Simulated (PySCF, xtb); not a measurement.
ethylene cation (C2H4), SMILES C=C (connectivity only; charge and spin as stated), charge +1, multiplicity 2.

Harmonic wavenumbers (cm⁻¹) from GFN2-xTB (xtb 6.7.1) at its own minimum, in rising order: 646, 778, 799, 835, 961, 1173, 1180, 1571, 2831, 2856, 2878, 2911.

Q: What does PySCF 2.14.0 with B3LYP-D3(BJ)/def2-TZVP give at its own minimum? (An estimate is asked for; the answer gives what the named calculation found.)

A: 614, 788, 888, 1079, 1206, 1275, 1432, 1503, 3086, 3090, 3181, 3201. Paired by order, the mean absolute difference is 177 cm⁻¹ and the zero-point energies are 27.8 and 30.5 kcal/mol.
